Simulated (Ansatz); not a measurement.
**Chromium, bcc: convergence with Gaussian smearing**

Computed with Ansatz, LDA, scalar-relativistic PAW, on the relaxed cell (a = 2.788 Å; non-magnetic). Errors count from a run at 420 eV on a Γ-centred 26×26×26 mesh with Fermi-Dirac smearing of 0.05 eV, extrapolated to zero width. Fixed here: cutoff 420 eV, mesh 16×16×16.

| width (eV) | E(σ→0) error (meV/atom) | F error (meV/atom) | P (GPa) | SCF iterations |
| --- | --- | --- | --- | --- |
| 0.01 | -1.7 | -1.8 | 0.25 | 14 |
| 0.03 | -1.7 | -1.9 | 0.24 | 13 |
| 0.1 | -2.1 | -4.0 | 0.22 | 14 |
| 0.2 | -2.6 | -9.1 | 0.24 | 13 |
| 0.3 | -2.3 | -17.3 | 0.33 | 13 |
| 0.6 | 3.9 | -66.9 | 1.17 | 13 |
| 1.0 | 37.8 | -209.9 | 4.57 | 14 |
